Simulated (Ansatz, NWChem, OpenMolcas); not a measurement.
# BF2 (SMILES F[B]F): the energy, rung by rung

BF2 has 3 atoms, charge 0, and is taken as a doublet. SMILES: `F[B]F`. Geometry: relaxed at PBE0-D4/def2-TZVP.

```xyz
3

F     0.5131   -1.0443    0.1600
B     0.2790    0.2405    0.1813
F    -0.8029    0.7389   -0.3546
```

Quantity: the energy change with the F1–B2 bond stretched from 1.306 to 1.698 Å, in eV. The values are calculated.

```csv
level,kind,program,value (eV),CPU time (all runs)
U-revPBE/cc-pVTZ,GGA,OpenMolcas,1.35,46 s
UBLYP/cc-pVTZ,GGA,NWChem,1.35,37 s
UM06-L/cc-pVTZ,meta-GGA,OpenMolcas,1.58,70 s
U-r2SCAN0/cc-pVTZ,hybrid meta-GGA,Ansatz,1.74,20 s
U-wB97X/cc-pVTZ,range-separated hybrid,Ansatz,1.56,35 s
UPBE-QIDH/cc-pVTZ,double hybrid,Ansatz,1.77,12 s
UMP2/cc-pVTZ,perturbation theory,NWChem,1.65,78 s
"CASSCF(17,12)/cc-pVTZ",multireference,OpenMolcas,1.22,2.7 min
UBCCD(T)/cc-pVTZ,coupled cluster or CI,Ansatz,1.64,54 s
UCCSD/cc-pVTZ,coupled cluster or CI,Ansatz,1.71,2.1 min
```

The first shape isn't each level's own minimum. The values span 1.22 to 1.77 eV. Times are those of the runs behind each value, whatever else they computed, on shared processors of several kinds: orders of magnitude only.
